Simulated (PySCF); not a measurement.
## Name the molecule from its bond curve

A diatomic of charge +1 contains F. Its doublet curve at UHF in a triple-zeta basis (no relativity, PySCF), in eV from the separated fragments:

(R (Å), E (eV)): (1.044, -2.773), (1.093, -3.592), (1.141, -4.025), (1.178, -4.159), (1.214, -4.167), (1.250, -4.075), (1.299, -3.836), (1.360, -3.403), (1.433, -2.766), (1.530, -1.832)

The fit gives ωe = 1798 cm⁻¹ and the rotational constant Bₑ = 1.685 cm⁻¹.

**Question.** Which atom is the partner?

**Answer.** The minimum lies at 1.198 Å, so the reduced mass is 16.8576 u Å² cm⁻¹/(Bₑ·Re²) = 6.971 u. With F at 19.00 u the partner weighs about 11.0 u: B. The molecule is BF⁺.

The state is the lowest determinant that a PBE0 search found; another state may lie lower at other levels.
